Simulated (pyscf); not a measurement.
Hydrogen abstraction: methylsilane (H₃C–SiH₃) + H atom (H•) → •H₂C–SiH₃ + hydrogen (H₂)

Gas phase, doublet surface, charge 0. Bonds broken: C6–H7. Bonds formed: H2–H7. Optimised with ωB97X-D3(BJ)/def2-SVP in PySCF.

Transition state (Å):

```xyz
9

Si     0.4361     0.8788    -0.1208
H     -1.7559    -1.5706     0.5819
H      1.3276     2.0116     0.2750
H     -0.5689     1.3886    -1.0987
H      1.2687    -0.1696    -0.7794
C     -0.4358     0.1553     1.3686
H     -1.2167    -0.8718     0.8695
H      0.1866    -0.3786     2.1007
H     -1.1903     0.7853     1.8606
```

One imaginary mode, 1405i cm⁻¹; descent along it reached the two sides named.

| bond | change | reactant side (Å) | saddle | product side |
|---|---|---|---|---|
| C6–H7 | breaks | 1.101 | 1.383 | 2.9 |
| H2–H7 | forms | 3.2 | 0.928 | 0.761 |

Electronic energies relative to the separated reactants (kcal/mol):

| level | barrier | reaction energy | reverse barrier |
|---|---|---|---|
| ωB97X-D3(BJ)/def2-TZVP | 11.8 | +0.4 | 11.3 |
| PBE/def2-TZVP | 7.0 | +0.8 | 6.2 |
| r²SCAN/def2-TZVP | 5.6 | -3.7 | 9.3 |
| B3LYP-D3(BJ)/def2-TZVP | 6.4 | -3.3 | 9.7 |
| PBE0-D3(BJ)/def2-TZVP | 9.3 | +1.1 | 8.2 |
| M06-2X/def2-TZVP | 13.2 | -0.3 | 13.5 |
| ωB97M-D3(BJ)/def2-TZVP | 11.8 | +0.2 | 11.5 |
| HF/def2-TZVP | 21.9 | -2.0 | 23.9 |

With ωB97M-D3(BJ)/def2-TZVP energies and thermal terms (ideal gas, 1 atm, RRHO with modes under 100 cm⁻¹ raised to 100, one conformer, R ln 2 for chiral ones without a mode under 150 cm⁻¹), in kcal/mol:

| T (K) | ΔH‡ | ΔG‡ | ΔH | ΔG |
|---|---|---|---|---|
| 298 | 9.3 | 15.3 | -1.5 | -4.0 |
| 600 | 9.0 | 21.5 | -1.1 | -6.8 |
| 900 | 9.0 | 27.7 | -1.1 | -9.7 |
| 1200 | 8.9 | 34.0 | -1.5 | -12.5 |

This saddle turned up in a search for another step; its sides and bond changes are read from the two ends of the descent. The same reactants have a lower exit, to H₃C–SiH₂• + H₂ (barrier +4.7 kcal/mol at ωB97M-D3(BJ)/def2-TZVP, against +11.8 kcal/mol here). •H₂C–SiH₃ lies 10.6 kcal/mol over its isomer H₃C–SiH₂• (electronic energy, ωB97M-D3(BJ)/def2-TZVP). This is the saddle that the search found; another between the same sides may lie lower. The angle at the transferred H is 177°.
